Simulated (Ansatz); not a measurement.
# CH4O: one structure at several levels

One table from this session's results is given with a row withheld; the runs are named, their logs left out.

Program: Ansatz 0.2.0, Gaussian basis. Level of theory: single points in def2-TZVPP. These are calculated values, not measurements.

Correlated methods freeze the cores.

### The starting structure

6 atoms, charge 0, spin multiplicity 1.

Atoms are counted from 1 here; the program's logs count them from 0.

Bond lengths: C1–O2 1.546 Å, C1–H4 0.960 Å, C1–H5 1.012 Å, O2–H6 0.854 Å. Angles: O2–C1–H4 97.8°, O2–C1–H5 104.0°, H4–C1–H5 115.9°, C1–O2–H6 104.1°.

As a file:

```mol
CH4O
  3D, bonds by distance, orders not assigned

  6  4  0  0  0  0  0  0  0  0999 V2000
   -0.0375   -0.1711   -0.4037 C   0  0
   -0.1508    0.3249    1.0567 O   0  0
   -1.0827   -1.1220   -0.2149 H   0  0
    0.8948   -0.3987   -0.3918 H   0  0
   -0.2881    0.6388   -0.9569 H   0  0
    0.2958    1.0532    1.0640 H   0  0
  1  2  8  0
  1  4  8  0
  1  5  8  0
  2  6  8  0
M  END
```

The first run:

Contents of run/in.yaml:

```yaml
crystal:
  periodic: [false, false, false]
  atoms:
    - {symbol: C, position_ang: [-0.037500, -0.171100, -0.403700]}
    - {symbol: O, position_ang: [-0.150800, 0.324900, 1.056700]}
    - {symbol: H, position_ang: [-1.082700, -1.122000, -0.214900]}
    - {symbol: H, position_ang: [0.894800, -0.398700, -0.391800]}
    - {symbol: H, position_ang: [-0.288100, 0.638800, -0.956900]}
    - {symbol: H, position_ang: [0.295800, 1.053200, 1.064000]}
basis:
  gaussian: {orbitals: def2-TZVPP}
correlation: {method: ccsd_t}
output: {forces: true}
```

On the command line:

```
ansatz run in.yaml --threads 4 --pin off --events-out ev --progress --plain --max-ram 5222MiB
```

Among the steps run: CCSD(T)/def2-TZVPP; PBE0-D4/def2-TZVPP; wB97M-V/def2-TZVPP; r2SCAN-D4/def2-TZVPP; PBE-D4/def2-TZVPP; HSE06-D4/def2-TZVPP; LC-wPBE/def2-TZVPP.

One of the session's tables, all rows but one given; the rest of the session is left out.

```
   method  RMS force component (eV/Å)  angle to CCSD(T) forces (°)  dipole (D)
  CCSD(T)                       4.264                    reference        1.99
  PBE0-D4                       4.320                          1.5        1.95
  wB97M-V                       4.285                          1.3        1.99
r2SCAN-D4                       4.254                          0.8        1.95
   PBE-D4                           ?                            ?           ?
 HSE06-D4                       4.322                          1.5        1.95
  LC-wPBE                       4.424                          2.7        2.00
```

Q: Estimate the row for PBE-D4 from the others.

**Answer.** RMS force component (eV/Å): 4.345; angle to CCSD(T) forces (°): 2.5; dipole (D): 1.89. In the column «RMS force component (eV/Å)» it lies between HSE06-D4 (4.322) and LC-wPBE (4.424).
